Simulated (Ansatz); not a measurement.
Ansatz (a program for electronic structure) input (MP2/6-31G*):

Ansatz 0.2 input:
```yaml
crystal:
  periodic: [false, false, false]
  atoms:
    - {symbol: Li, position_ang: [-0.00000000, -0.00000000, -1.52942300]}
    - {symbol: F, position_ang: [0.00000000, 0.00000000, 0.50980767]}
basis:
  gaussian:
    orbitals: 6-31G*
total_charge: 1
magnetization: {spin_polarized: true, initial_magnetization: 1}
correlation: {method: mp2, electrons: outside_noble_gas}
relax: {f_tol: 0.003, max_steps: 120}
```

From the last part of the output:

```
Functional definition: HF
these checks for a lower state are left out or cut short: cluster_reference
integrals: 0.00 GiB planned
287 factors; integrals over basis functions are off by at most 3.6e-4 eV
mean field: 0.05 GiB planned
mean field evaluation 1: about -2898.8858 eV, gradient 2.7e1 eV
mean field evaluation 2: about -2898.8856 eV, gradient 2.7e1 eV
mean field evaluation 4: about -2901.1245 eV, gradient 5.5e-1 eV
mean field evaluation 8: about -2901.1250 eV, gradient 2.3e-6 eV
mean field evaluation 16: about -2901.1250 eV, gradient 3.6e-3 eV
mean field evaluation 32: about -2901.1190 eV, gradient 1.8e-1 eV
mean field -2901.12498732 eV, -106.6143768308 hartree, gradient 2.8e-6 eV, S^2 0.753252; 8 other end points of the search recorded, 0 dependent functions left out
2 core orbitals not correlated
reference -2901.12498732 eV, -106.6143768308 hartree; 4, 3 occupied and 24, 25 virtual orbitals, 287 factors
densities: 0.04 GiB planned
second order -3.41746223 eV of doubles, -0.00000000 eV of singles
the calculation of the forces begins
relax step   1: F+E_penalty+E_count = -2904.54244955 eV  Δ(F+E_penalty+E_count) = +0.000e0 eV  max|allowed force component| = 2.389e-2 eV/Å  Δτ_max = 0.0000 Å  (187 SCF iters, accepted)
these checks for a lower state are left out or cut short: starts, cluster_reference, orbital_swaps, neighbouring_geometries, increment
integrals: 0.00 GiB planned
287 factors; integrals over basis functions are off by at most 3.6e-4 eV
mean field: 0.05 GiB planned
mean field evaluation 64: about -2901.1250 eV, gradient 1.2e-6 eV
mean field -2901.12501089 eV, -106.6143776969 hartree, gradient 1.2e-6 eV, S^2 0.753253; 0 other end points of the search recorded, 0 dependent functions left out
2 core orbitals not correlated
reference -2901.12501089 eV, -106.6143776969 hartree; 4, 3 occupied and 24, 25 virtual orbitals, 287 factors
densities: 0.04 GiB planned
second order -3.41750955 eV of doubles, -0.00000000 eV of singles
the calculation of the forces begins
relax step   2: F+E_penalty+E_count = -2904.54252043 eV  Δ(F+E_penalty+E_count) = -7.088e-5 eV  max|allowed force component| = 1.709e-2 eV/Å  Δτ_max = 0.0017 Å  (22 SCF iters, accepted)
these checks for a lower state are left out or cut short: starts, cluster_reference, orbital_swaps, neighbouring_geometries, increment
integrals: 0.00 GiB planned
287 factors; integrals over basis functions are off by at most 3.7e-4 eV
mean field: 0.05 GiB planned
mean field -2901.12498104 eV, -106.6143766002 hartree, gradient 5.1e-7 eV, S^2 0.753256; 0 other end points of the search recorded, 0 dependent functions left out
2 core orbitals not correlated
reference -2901.12498104 eV, -106.6143766002 hartree; 4, 3 occupied and 24, 25 virtual orbitals, 287 factors
densities: 0.04 GiB planned
second order -3.41761549 eV of doubles, -0.00000000 eV of singles
the calculation of the forces begins
relax step   3: F+E_penalty+E_count = -2904.54259653 eV  Δ(F+E_penalty+E_count) = -7.610e-5 eV  max|allowed force component| = 3.940e-4 eV/Å  Δτ_max = 0.0044 Å  (24 SCF iters, accepted)
these checks for a lower state are left out or cut short: cluster_reference
integrals: 0.00 GiB planned
287 factors; integrals over basis functions are off by at most 3.7e-4 eV
mean field: 0.05 GiB planned
mean field evaluation 96: about -2896.7591 eV, gradient 2.0e1 eV
mean field evaluation 128: about -2900.6733 eV, gradient 5.3e-7 eV
mean field -2901.12498104 eV, -106.6143766002 hartree, gradient 5.1e-7 eV, S^2 0.753256; 10 other end points of the search recorded, 0 dependent functions left out
2 core orbitals not correlated
reference -2901.12498104 eV, -106.6143766002 hartree; 4, 3 occupied and 24, 25 virtual orbitals, 287 factors
densities: 0.04 GiB planned
second order -3.41761549 eV of doubles, -0.00000000 eV of singles
the calculation of the forces begins
Total energy: -2904.54259653 eV, -106.7399716529 hartree
Atom 0 at    -0.000000     0.000000    -1.535536 Å, force     0.000000    -0.000000    -0.000394 eV/Å
Atom 1 at     0.000000    -0.000000     0.515921 Å, force     0.000000     0.000000     0.000394 eV/Å
Dipole moment:    -0.000000     0.000000    -1.423701 e Å
Checks for a lower state left out: cluster_reference
```

The dipole moment of an ion depends on the origin.
